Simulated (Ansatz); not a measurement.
in.yaml

```yaml
crystal:
  periodic: [false, false, false]
  atoms:
    - {symbol: H, position_ang: [0.000000, 0.000000, -1.380667]}
    - {symbol: H, position_ang: [0.000000, 0.000000, -0.117667]}
    - {symbol: Br, position_ang: [0.000000, 0.000000, 1.498333]}
basis:
  gaussian: {orbitals: cc-pVDZ}
magnetization: {spin_polarized: true, initial_magnetization: 1}
correlation: {method: ccsdtq, electrons: outside_noble_gas}
```

```sh
$ ansatz run in.yaml --threads 2 --pin off --events-out ev --progress --plain --max-ram 24576MiB --backend cuda --devices 0, --max-vram 18GiB
```

(1) Roughly how long does this take on 2 threads of AMD EPYC 7R13 with a shared H100 80 GB, shared host, and how much host memory?

```
652 factors; integrals over basis functions are off by at most 1.9e-7 eV
mean field evaluation 1: about -70026.2116 eV, gradient 8.1e0 eV
mean field evaluation 2: about -70026.2164 eV, gradient 8.1e0 eV
mean field evaluation 4: about -70027.0944 eV, gradient 1.9e0 eV
mean field evaluation 8: about -70027.1711 eV, gradient 1.6e-4 eV
mean field evaluation 16: about -70027.1672 eV, gradient 1.1e-1 eV
mean field evaluation 32: about -70024.8914 eV, gradient 9.3e-4 eV
mean field -70027.17105194 eV, -2573.4510700374 hartree, gradient 2.4e-6 eV, S^2 0.795480; 1 other end points of the search recorded, 0 dependent functions left out
determinant -70027.17105194 eV, -2573.4510700374 hartree, with singles and doubles -70031.21699150 eV, -2573.5997555740 hartree
determinant -70024.89137038 eV, -2573.3672932852 hartree, with singles and doubles -70029.10899553 eV, -2573.5222881508 hartree
14 core orbitals not correlated: weight in the atoms' cores, before any rotation towards them, 1.000 or more for the frozen orbitals, at most 0.000 for the correlated occupied ones
reference -70027.17105194 eV, -2573.4510700374 hartree; 5, 4 occupied and 18, 19 virtual orbitals, 652 factors
second order -3.51703536 eV of doubles, -0.00000000 eV of singles
cycle   1  -3.87658297 eV  change   -3.6e-1 eV  update   5.1e-2
cycle   2  -4.09425284 eV  change   -2.2e-1 eV  update   2.6e-2
cycle   3  -4.12172238 eV  change   -2.7e-2 eV  update   1.3e-2
cycle   4  -4.12690318 eV  change   -5.2e-3 eV  update   6.6e-3
cycle   5  -4.13133340 eV  change   -4.4e-3 eV  update   3.0e-3
cycle   6  -4.13238937 eV  change   -1.1e-3 eV  update   1.8e-3
cycle   7  -4.13310196 eV  change   -7.1e-4 eV  update   9.0e-4
cycle   8  -4.13354270 eV  change   -4.4e-4 eV  update   3.6e-4
cycle   9  -4.13366105 eV  change   -1.2e-4 eV  update   1.5e-4
cycle  10  -4.13358665 eV  change    7.4e-5 eV  update   5.8e-5
cycle  11  -4.13360380 eV  change   -1.7e-5 eV  update   2.3e-5
cycle  12  -4.13360497 eV  change   -1.2e-6 eV  update   7.5e-6
cycle  13  -4.13360646 eV  change   -1.5e-6 eV  update   2.8e-6
cycle  14  -4.13360730 eV  change   -8.4e-7 eV  update   1.1e-6
cycle  15  -4.13360743 eV  change   -1.3e-7 eV  update   4.8e-7
Total energy: -70031.30465937 eV, -2573.6029773086 hartree
```

Answers

(1) 29 s wall and 0.84 GiB.
